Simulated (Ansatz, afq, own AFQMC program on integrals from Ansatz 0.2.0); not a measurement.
Where AFQMC and coupled cluster stand for H₂Cl, doublet

```xyz
3

H     0.0000    0.0000   -1.0970
H     0.0000    0.0000   -0.2170
Cl    0.0000    0.0000    1.3140
```

Basis cc-pVTZ. Only valence electrons are correlated. AFQMC by an in-house program on the Cholesky factors that Ansatz 0.2.0 writes for its CCSD(T) run. The CISD trial takes its coefficients from CCSD amplitudes. Released means that phaseless walkers are propagated on without the constraint, phases kept. ± is one standard error of the sampling.

Determinant: UHF, the one that the program's search chose, which needn't be the lowest solution. The geometry is a point of a scan.

No full CI on the walks' own integrals is used here; CCSDT(Q) serves as the reference and is uncertain by about the last step of the cluster series.

* T1 diagnostic: 0.0148
* weight of the determinant in the CISD state: 0.905
* ⟨S²⟩ of the determinant: 0.793
* size of the correlated space: 9 electrons in 57 orbitals

```
  level  correlation energy (eV)
    MP2                  -5.6600
   CCSD                  -6.4121
CCSD(T)                  -6.6316
```

Question: Estimate where phaseless AFQMC with the Hartree–Fock trial lies against CCSD(T) on the same integrals.

Answer: 1.8 ± 2.0 kJ/mol above CCSD(T). The gap is under twice the noise, so this walk alone can't tell the two apart.

Reference: CCSDT(Q), correlation energy -6.660 eV. The released energy is read at 2.40 1/Eh (meV from the phaseless value at times in 1/Eh: -7.0 ± 1.8 at 0.24, -9.7 ± 2.2 at 0.51, -17.9 ± 2.4 at 0.99, -18.5 ± 2.3 at 1.62, -16 ± 3 at 2.40).

| level | E − E(reference) (kJ/mol) | share of correlation (%) |
| --- | --- | --- |
| CCSD(T) | 2.8 | 99.57 |
| CCSDT | 0.8 | 99.87 |
| ph-AFQMC/HF | 4.6 ± 2.0 | 99.29 |
| ph-AFQMC/CISD | 1.4 ± 0.2 | 99.77 |
| released AFQMC | -0.1 ± 0.3 | 100.02 |

A walk keeps the symmetry of its determinant, which the program's search chose and which needn't be the lowest solution, so a lower state of the same spin and another symmetry isn't excluded. Released energies are given only where the last usable release times agree within the noise; a slower fall can still hide under it.
